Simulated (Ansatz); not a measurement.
Two shapes of singlet CH4S.

Shape 1:

```xyz
6

C     0.0000   -0.0273   -1.1485
S     0.0000   -0.0596    0.6634
H     0.0000   -1.0768   -1.4741
H    -0.8999    0.4586   -1.5509
H     0.8999    0.4586   -1.5509
H     0.0000    1.2772    0.8519
```

Shape 2:

```xyz
6

C     0.0000   -0.0252   -1.0566
S     0.0000   -0.0548    0.6104
H     0.0000   -0.9906   -1.3562
H    -0.8279    0.4219   -1.4268
H     0.8279    0.4219   -1.4268
H     0.0000    1.1751    0.7837
```

Basis set: cc-pVDZ (spherical functions). Left uncorrelated: 6 orbitals. Charge 0, multiplicity 1.

Computed with Ansatz (development build ahead of 0.2.0); each method stands on the lowest determinant of its kind that the runs found.

Problem. Which shape is lower in energy, and by how much in each method?

Solution.

```
 method  E(2) − E(1) (eV)
    RHF             0.899
RHF-MP2             1.028
```

Shape 1 is lower. Caution: no unrestricted run beside it, a lower state can exist.
